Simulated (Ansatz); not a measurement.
**SiNO (quartet): the correlation ladder, def2-TZVPP**

An exercise on one series of results from a longer session: the logs are not shown, and one member is left open.

The runs use Ansatz 0.2.0, Gaussian basis; def2-TZVPP, core rule «outside noble gas», up to 7 orbitals frozen.

Plan: UHF; ROHF; CCSD(T) on UHF.

## What is computed

The geometry is a PBE0/def2-TZVP stationary point (not a proven minimum).

3 atoms, charge 0, spin multiplicity 4.

Atoms are counted from 1 here; the program's logs count them from 0.

Bond lengths: N1–O2 1.289 Å, O2–Si3 1.710 Å. Angles: N1–O2–Si3 128.1°.

Geometry (Å):

```xyz
3

N     0.00000   -0.29475    1.59726
O     0.00000    0.42744    0.52979
Si    0.00000   -0.09650   -1.09838
```

Set-up of the first run:

Input file in.yaml:

```yaml
crystal:
  periodic: [false, false, false]
  atoms:
    - {symbol: N, position_ang: [0.000000, -0.294753, 1.597255]}
    - {symbol: O, position_ang: [0.000000, 0.427443, 0.529787]}
    - {symbol: Si, position_ang: [0.000000, -0.096502, -1.098380]}
basis:
  gaussian: {orbitals: def2-TZVPP}
magnetization: {spin_polarized: true, initial_magnetization: 3}
hamiltonian: {xc: hf}
output: {orbitals: {seedname: orbitals}}
```

Run with:

```
$ ansatz run in.yaml --threads 1 --pin off --events-out ev --progress --plain --max-ram 4096MiB --backend cpu
```

Steps of the session up to this table: UHF; ROHF; CCSD(T) on UHF.

One of the session's tables, all rows but one given; the rest of the session is left out.

| method | from UCCSD(T) (kJ/mol) |
| --- | --- |
| ROHF | +1308.6 |
| UHF | +1265.7 |
| UMP2 | ? |
| UCCSD | +52.2 |
| UCCSD(T) | 0 |

Estimate the missing values for UMP2.

**Answer.** from UCCSD(T) (kJ/mol): +127.3. In the column «from UCCSD(T) (kJ/mol)» it lies between UCCSD (+52.2) and UHF (+1265.7).

With the free atoms at the same levels and basis (separate runs), the atomisation energy is 7.061 eV at UCCSD(T), 3.437 eV at ROHF.
